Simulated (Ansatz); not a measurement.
**CH₃FSi (SMILES FC=[SiH2]): a rigid scan of the angle F1–C2–H4**

One table from this session's results is given with a row withheld; the runs are named, their logs left out.

The runs use Ansatz 0.2.0, Gaussian basis; single points in def2-TZVPP.

Levels: PBE-D4, r2SCAN-D4, PBE0-D4, B3LYP-D4, wB97M-V, Hartree-Fock, MP2, CCSD, CCSD(T). The scan takes 88.1, 94.1, 100.1, 106.1, 112.1, 118.1, 124.1, 130.1, 136.1°.

Correlated methods freeze the cores. B3LYP uses VWN-RPA correlation.

27 further runs of the same task are left out: 27 set aside as unsound or not needed.

## The system as given

The minimum, relaxed at PBE0-D4: 6 atoms, charge 0, spin multiplicity 1.

Atoms are counted from 1 here; the program's logs count them from 0.

Bond lengths: F1–C2 1.342 Å, C2–Si3 1.720 Å, C2–H4 1.087 Å, Si3–H5 1.473 Å, Si3–H6 1.474 Å. Angles: F1–C2–Si3 125.2°, F1–C2–H4 112.1°, Si3–C2–H4 122.7°, C2–Si3–H5 117.3°, C2–Si3–H6 123.3°, H5–Si3–H6 119.4°.

Geometry (Å):

```xyz
6
charge 0, multiplicity 1
F    -0.5433   -1.6573    0.9268
C    -0.2443   -0.8406   -0.0954
Si    0.2355    0.8038    0.0569
H    -0.3389   -1.3388   -1.0574
H     0.5239    1.5416   -1.1850
H     0.3670    1.4914    1.3541
```

Energies of the minimum (eV), from earlier single points: PBE-D4 -11672.01801, r2SCAN-D4 -11677.44588, PBE0-D4 -11672.71529, B3LYP-D4 -11680.81993, wB97M-V -11678.04945, CCSD(T) -11661.31709.

At the minimum the angle F1–C2–H4 is 112.1°.

Set-up of the first run:

Input file ccsdt-tzvpp/in.yaml:

```yaml
crystal:
  periodic: [false, false, false]
  atoms:
    - {symbol: F, position_ang: [-0.617879, -1.990798, 0.486681]}
    - {symbol: C, position_ang: [-0.244273, -0.840623, -0.095397]}
    - {symbol: Si, position_ang: [0.235539, 0.803768, 0.056922]}
    - {symbol: H, position_ang: [-0.338888, -1.338806, -1.057391]}
    - {symbol: H, position_ang: [0.523888, 1.541554, -1.185047]}
    - {symbol: H, position_ang: [0.367000, 1.491437, 1.354109]}
basis:
  gaussian: {orbitals: def2-TZVPP}
correlation: {method: ccsd_t}
```

No record of the launch command was kept for these runs.

Steps of the session up to this table: F1–C2–H4 = 88.1°; F1–C2–H4 = 94.1°; F1–C2–H4 = 100.1°; F1–C2–H4 = 106.1°; F1–C2–H4 = 112.1°; F1–C2–H4 = 118.1°; F1–C2–H4 = 124.1°; F1–C2–H4 = 130.1°; F1–C2–H4 = 136.1°.

One of the session's tables, all rows but one given; the rest of the session is left out.

Energies less that of the minimum at the same level (kJ/mol):

| angle (°) | PBE-D4 | PBE0-D4 | B3LYP-D4 | wB97M-V | Hartree-Fock |
| --- | --- | --- | --- | --- | --- |
| 88.1 | 72.0 | 74.8 | 75.6 | 75.1 | 84.0 |
| 94.1 | 39.7 | 41.3 | 41.7 | 41.6 | 46.3 |
| 100.1 | 17.3 | 18.1 | 18.3 | 18.3 | 20.2 |
| 106.1 | 4.2 | 4.5 | 4.5 | 4.6 | 4.9 |
| 112.1 (minimum) | 0.0 | 0.0 | 0.0 | 0.0 | 0.0 |
| 112.1 | 0.0 | 0.0 | 0.0 | 0.0 | 0.0 |
| 118.1 | ? | ? | ? | ? | ? |
| 124.1 | 17.6 | 17.8 | 18.0 | 17.4 | 20.2 |
| 130.1 | 39.6 | 40.3 | 40.7 | 39.6 | 45.4 |
| 136.1 | 70.9 | 72.2 | 73.1 | 71.1 | 81.3 |

**Question.** Estimate the row for angle (°) = 118.1.

Worked estimate for «PBE-D4». A straight line through the neighbours (112.1, 0.0) and (124.1, 17.6) gives 0.0 + (17.6 − 0.0) × (118.1 − 112.1) / (124.1 − 112.1) = 8.8; a parabola fitted to 4 rows on both sides gives 4.4.

The run gave: PBE-D4: 4.5; PBE0-D4: 4.5; B3LYP-D4: 4.5; wB97M-V: 4.3; Hartree-Fock: 5.1. In «PBE-D4» the line misses by +4.3 and the parabola by -0.1.
